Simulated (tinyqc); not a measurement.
Inside a calculation. Method: Pariser-Parr-Pople SCF with singles CI, for the molecule Clc1ccsc1 (SMILES; centres numbered as the heavy atoms are written). One step of it, computed by the program tinyqc.

Question. Singles CI, singlets. Over the 6 single excitations with the smallest orbital gaps: A = (e_a - e_i) delta + 2 (ia|jb) - (ij|ab), with (pq|rs) = sum c_mp c_mq gamma_mn c_nr c_ns. f = 2/3 w |mu|^2 in atomic units, mu = sqrt2 sum c_ia sum_m c_mi c_ma R_m.

orbital energies (eV): [-15.141386, -13.795908, -11.081800, -10.002344, -1.286646, 0.569681]

coefficients, order 1Cl, 2C, 3C, 4C, 5S, 6C:
$$\begin{pmatrix}
0.301090 & 0.853316 & -0.340919 & -0.222276 & 0.062488 & -0.107979 \\
0.333231 & 0.258572 & 0.420243 & 0.414333 & -0.296932 & 0.621010 \\
0.271962 & 0.044044 & 0.635321 & -0.243551 & -0.333864 & -0.591339 \\
0.353714 & -0.159454 & 0.275174 & -0.556135 & 0.588898 & 0.343006 \\
0.675923 & -0.419560 & -0.475832 & -0.071553 & -0.368144 & 0.005711 \\
0.377298 & -0.039958 & 0.037422 & 0.636552 & 0.560474 & -0.367858
\end{pmatrix}$$

repulsion gamma_rs (eV), order 1Cl, 2C, 3C, 4C, 5S, 6C:
$$\begin{pmatrix}
11.350000 & 5.357046 & 3.806347 & 2.932561 & 2.956427 & 3.806347 \\
5.357046 & 11.010000 & 5.316989 & 4.030401 & 4.077020 & 5.316989 \\
3.806347 & 5.316989 & 11.010000 & 5.318369 & 4.076578 & 4.029147 \\
2.932561 & 4.030401 & 5.318369 & 11.010000 & 5.399158 & 4.029969 \\
2.956427 & 4.077020 & 4.076578 & 5.399158 & 11.720000 & 5.399845 \\
3.806347 & 5.316989 & 4.029147 & 4.029969 & 5.399845 & 11.010000
\end{pmatrix}$$

Centres (angstrom, eV; a flat drawing with bonds scaled to 1.40 angstrom):
```
centre          x          y  core charge z          W   gamma_rr
1Cl      2.159000   0.000000              2  24.740000  11.350000
2C       0.759000   0.000000              1  11.930000  11.010000
3C      -0.064000   1.133000              1  11.930000  11.010000
4C      -1.395000   0.700000              1  11.930000  11.010000
5S      -1.395000  -0.700000              2  23.580000  11.720000
6C      -0.064000  -1.133000              1  11.930000  11.010000
```

Give: singlet CI matrix; singlet excitation energies; oscillator strengths.

Answer.

singlet CI matrix (eV), order 4>5, 3>5, 4>6, 3>6, 2>5, 1>5:
$$\begin{pmatrix}
5.736 & -0.085 & -0.132 & 0.152 & -0.023 & -0.018 \\
-0.085 & 6.266 & -0.783 & 0.226 & -0.147 & 0.105 \\
-0.132 & -0.783 & 7.086 & -0.033 & -0.251 & -0.286 \\
0.152 & 0.226 & -0.033 & 7.975 & -0.076 & 0.020 \\
-0.023 & -0.147 & -0.251 & -0.076 & 8.838 & 0.197 \\
-0.018 & 0.105 & -0.286 & 0.020 & 0.197 & 9.756
\end{pmatrix}$$

singlet excitation energies (eV): [5.587, 5.896, 7.467, 8.033, 8.829, 9.845]

oscillator strengths: [0.188, 0.243, 0.840, 0.341, 0.030, 0.036]
